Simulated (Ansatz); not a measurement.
# BLYP/def2-TZVP run of SF2 (sulfur difluoride)

Aim: the vertical ionisation energy of SF2 (sulfur difluoride) at BLYP/def2-TZVP, from 2 runs. 

The results are computed with Ansatz 0.2.0.

42 further runs of the same task are left out: 42 set aside as unsound or not needed.

### 1 Starting point

The species is SF2 (3 atoms), meant as a singlet with charge 0. As SMILES, `FSF`. Geometry: relaxed at PBE0-D4/def2-TZVP.

Bond lengths: F1–S2 1.590 Å, S2–F3 1.590 Å. Angles: F1–S2–F3 98.6°.

### 2 The energy at BLYP/def2-TZVP

Input file input.yaml:

```yaml
crystal:
  periodic: [false, false, false]
  atoms:
    - {symbol: F, position_ang: [0.440140, 1.116450, 0.365400]}
    - {symbol: S, position_ang: [-0.601990, 0.126530, -0.315250]}
    - {symbol: F, position_ang: [0.161840, -1.242970, -0.050150]}
basis:
  gaussian:
    orbitals: def2-TZVP
hamiltonian:
  xc: {name: BLYP}
accuracy: high
output:
  orbitals: {seedname: orbitals}
```

On the command line:

```sh
$ ansatz run input.yaml --threads 1 --pin off --max-ram 3480MiB --events-out events.jsonl --progress --plain --runs-dir runs
```

What it wrote:

```text
Warning: RAYON_NUM_THREADS=1 ignored (pool sized by the plan → 1); use --threads N
Functional definition: BLYP
  name "BLYP"
  parameter beta = 0.0042
  parameter a = 0.04918
  parameter b = 0.132
  parameter c = 0.2533
  parameter d = 0.349
  exchange = b88_x(beta = beta)
  correlation = lyp_c(a = a, b = b, c = c, d = d)
1532 factors; integrals over basis functions are off by at most 3.3e-9 eV
mean field evaluation 1: about -16268.2148 eV, gradient 4.2e1 eV
mean field evaluation 2: about -16256.9749 eV, gradient 9.7e1 eV
mean field evaluation 4: about -16270.4133 eV, gradient 1.8e0 eV
mean field evaluation 8: about -16270.4147 eV, gradient 4.5e-2 eV
mean field evaluation 16: about -16270.4147 eV, gradient 2.8e-5 eV
mean field -16270.41468449 eV, -597.9267111719 hartree, gradient 1.7e-8 eV, S^2 0.000000; 0 other end points of the search recorded, 0 dependent functions left out
reference -16270.41471933 eV, -597.9267124521 hartree; 17, 17 occupied and 82, 82 virtual orbitals, 1532 factors
Total energy: -16270.41471933 eV, -597.9267124521 hartree
```

Run time: 3.9 s. Hardware: 1 thread of Arm Neoverse V1, shared host; peak memory 0.19 GiB.

### 3 The doublet cation

Input file input.yaml:

```yaml
crystal:
  periodic: [false, false, false]
  atoms:
    - symbol: F
      position_ang: [0.440140, 1.116450, 0.365400]
    - symbol: S
      position_ang: [-0.601990, 0.126530, -0.315250]
    - symbol: F
      position_ang: [0.161840, -1.242970, -0.050150]
basis:
  gaussian:
    orbitals: def2-TZVP
total_charge: 1
magnetization:
  spin_polarized: true
  initial_magnetization: 1
hamiltonian:
  xc: {name: BLYP}
accuracy: high
output: {orbitals: {seedname: orbitals}}
```

On the command line:

```sh
$ ansatz run input.yaml --threads 1 --pin off --max-ram 3480MiB --events-out events.jsonl --progress --plain --runs-dir runs
```

What it wrote:

```text
Warning: RAYON_NUM_THREADS=1 ignored (pool sized by the plan → 1); use --threads N
Functional definition: BLYP
  name "BLYP"
  parameter beta = 0.0042
  parameter a = 0.04918
  parameter b = 0.132
  parameter c = 0.2533
  parameter d = 0.349
  exchange = b88_x(beta = beta)
  correlation = lyp_c(a = a, b = b, c = c, d = d)
1532 factors; integrals over basis functions are off by at most 3.3e-9 eV
mean field evaluation 1: about -16244.8713 eV, gradient 7.5e1 eV
mean field evaluation 2: about -16084.4443 eV, gradient 2.2e2 eV
mean field evaluation 4: about -16260.1831 eV, gradient 1.1e1 eV
mean field evaluation 8: about -16260.6516 eV, gradient 4.8e-1 eV
mean field evaluation 16: about -16260.6522 eV, gradient 8.3e-5 eV
mean field -16260.65222999 eV, -597.5679475862 hartree, gradient 2.2e-8 eV, S^2 0.752804; 0 other end points of the search recorded, 0 dependent functions left out
reference -16260.65226414 eV, -597.5679488413 hartree; 17, 16 occupied and 82, 83 virtual orbitals, 1532 factors
Total energy: -16260.65226414 eV, -597.5679488413 hartree
```

Run time: 5.7 s. Hardware: 1 thread of Arm Neoverse V1, shared host; peak memory 0.22 GiB.

### 4 Summary of results

At BLYP/def2-TZVP:

| quantity | value |
| --- | --- |
| singlet SF2: total energy | -597.92671 Eh |
| singlet SF2: HOMO energy | -5.57 eV |
| singlet SF2: LUMO energy | -2.63 eV |
| singlet SF2: HOMO–LUMO gap | 2.93 eV |
| doublet cation: total energy | -597.56795 Eh |
| doublet cation: HOMO energy (highest over α and β) | -15.42 eV |
| doublet cation: LUMO energy (lowest over α and β) | -13.97 eV |
| doublet cation: ⟨S²⟩ | 0.753 |
| vertical ionisation energy (to the doublet cation) | 9.762 eV |

In words: Removing an electron at fixed nuclei costs 9.76 eV (225 kcal/mol). The negative HOMO energy of the first species, 5.57 eV, lies 4.20 eV below that difference.
